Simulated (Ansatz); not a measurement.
Process, species as SMILES: [CH]=CF → 2 C atom + F atom + 2 H atom
B3LYP-D3(BJ)/def2-TZVP geometries, fixed; electronic energies without zero-point terms.

The atomisation energy at MP2 with Ansatz (an electronic-structure program), in kcal/mol, split into its Hartree-Fock and correlation parts. Cores are frozen. An unrestricted Hartree-Fock determinant is markedly spin-contaminated. Open shells are unrestricted. No added dispersion term, no relativity. Functions are those of the species that has most.

```
basis    X  functions  Hartree-Fock     MP2
-------  -  ---------  ------------  ------
cc-pVDZ  2         52        313.64  416.10
cc-pVTZ  3        118        323.20  443.20
cc-pVQZ  4        225        324.19  450.80
cc-pV5Z  5        383        324.48  453.44
```

Worked estimate of the basis-set limit from each neighbouring pair, with Hartree-Fock from the larger set and the correlation part extrapolated as X^-3.
Correlation parts: X = 2: 102.46, X = 3: 120.00, X = 4: 126.61, X = 5: 128.96.
- (2,3): (27·(120.00) - 8·(102.46))/19 = 127.39; with Hartree-Fock 323.20 the estimate is 450.59 kcal/mol.
- (3,4): (64·(126.61) - 27·(120.00))/37 = 131.43; with Hartree-Fock 324.19 the estimate is 455.62 kcal/mol.
- (4,5): (125·(128.96) - 64·(126.61))/61 = 131.43; with Hartree-Fock 324.48 the estimate is 455.91 kcal/mol.
The last two estimates differ by 0.28 kcal/mol; the largest set lies 2.47 from the last. Over the last step Hartree-Fock moves by 0.29 and the correlation part by 2.35.
